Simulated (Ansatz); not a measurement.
# BOF (triplet): the correlation ladder, def2-QZVPP

One table from this session's results is given with a row withheld; the runs are named, their logs left out.

Computed with Ansatz 0.2.0, Gaussian basis. Level: def2-QZVPP, core rule «outside noble gas», up to 3 orbitals frozen.

Plan: UHF; ROHF; CCSD(T) on UHF.

2 further runs of the same task are left out: 2 set aside as unsound or not needed.

### The system

The geometry is a PBE0/def2-TZVP stationary point (not a proven minimum).

3 atoms, charge 0, spin multiplicity 3.

Atoms are counted from 1 here; the program's logs count them from 0.

Bond lengths: B1–O2 1.371 Å, B1–F3 1.310 Å. Angles: O2–B1–F3 114.8°.

Coordinates:

```xyz
3
charge 0, multiplicity 3
B     0.00000   -0.55107    0.04911
O     0.00000    0.17559    1.21124
F     0.00000    0.16571   -1.04798
```

The first run:

Contents of in.yaml:

```yaml
crystal:
  periodic: [false, false, false]
  atoms:
    - {symbol: B, position_ang: [0.000000, -0.551074, 0.049105]}
    - {symbol: O, position_ang: [0.000000, 0.175594, 1.211243]}
    - {symbol: F, position_ang: [0.000000, 0.165712, -1.047985]}
basis:
  gaussian: {orbitals: "def2-QZVPP.json"}
magnetization: {spin_polarized: true, initial_magnetization: 2}
hamiltonian: {xc: hf}
output: {orbitals: {seedname: orbitals}}
```

The run is started by

```
$ ansatz run in.yaml --threads 1 --pin off --events-out ev --progress --plain --max-ram 2393MiB
```

Steps of the session up to this table: UHF; ROHF; CCSD(T) on UHF.

One table of the session follows, with a row left open; its other results are not shown here.

```
  method  from UCCSD(T) (meV)
    ROHF                    ?
     UHF             +15599.9
    UMP2               +833.8
   UCCSD               +523.4
UCCSD(T)                    0
```

Q: Estimate the row for ROHF from the others.

**Answer.** from UCCSD(T) (meV): +15755.9. In the column «from UCCSD(T) (meV)» it is the highest.
